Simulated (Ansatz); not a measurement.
Results of PBE-D4 in Ansatz (PAW) for fluorite CeO2.

Run with plane-wave cutoff 520 eV, 12×12×12 k mesh, Fermi–Dirac smearing 0.01 eV, no spin polarisation, scalar-relativistic PAW data made under PBE.

Properties against volume:

```
V (Å³/atom)  P (GPa)  direct gap at Γ (eV)  smallest gap on the k mesh (eV)
-----------  -------  --------------------  -------------------------------
12.542         12.85                 3.231                            2.138
12.809          8.09                 3.105                            2.075
13.076          3.83                 2.986                            2.014
13.342          0.00                 2.874                            1.954
13.609         -3.43                 2.767                            1.896
13.876         -6.51                 2.666                            1.839
14.143         -9.26                 2.570                            1.784
```

The fundamental gap (1.95 eV at the equilibrium volume, with added k points) lies elsewhere than Γ–Γ.

Measured, for comparison: band gap 3 eV (temperature not stated, not corrected to a static lattice, O 2p to Ce 4f, our sources range from 3.00 to 3.20; as tabulated in Tran et al. (2019), arXiv:1908.01820).

Spin–orbit coupling is not included.

Ansatz is a quantum-chemistry and plane-wave program.
